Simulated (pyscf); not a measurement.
This saddle point was located with ωB97X-D3(BJ)/def2-SVP in PySCF.

```
B
H 1 1.2086
H 1 1.2089 2 122.50
O 1 1.5335 2 112.21 3 140.14
H 4 0.9705 1 110.46 2 -146.63
H 1 1.3289 2 104.15 3 -117.51
C 6 1.4183 1 96.45 2 -119.84
O 7 1.1918 6 114.63 1 -112.91
H 7 1.1035 8 130.73 6 126.51
```

Surface: singlet, charge 0. Lowest wavenumbers (cm⁻¹): 579i, 204, 410, 511, 745.

Question: Name the species on either side of this saddle.

Answer: `[O]=[CH][OH]` + `[BH3]` ⇌ `[BH2][OH]` + `[CH2]=[O]`, a four-centre exchange read from left to right: C–O, B–H broken and B–O, C–H formed. At CCSD(T)/def2-TZVPP + ΔMP2(QZVPP) it lies +42.9 kJ/mol from the left side and +156.3 kJ/mol from the right (each side as separated species at their lowest minima found). On the reactant side the descent ends in an adduct with a B–O contact, 36.9 kJ/mol under the separated species and 79.6 kJ/mol under the saddle at ωB97X-D3(BJ)/def2-TZVP. On the product side the descent ends in a complex (not fully relaxed), 26.5 kJ/mol under the separated species and 172.1 kJ/mol under the saddle at ωB97X-D3(BJ)/def2-TZVP. What is counted as formed (B–O) is already present as a longer contact in the reactant adduct; forming that adduct is a step of its own. The products may also form a dative adduct at H₂B–OH; it and routes through it were not searched. This is the saddle that the search found; another between the same sides may lie lower. The CCSD(T) − MP2 part came from Ansatz, without density fitting, on the same reference.
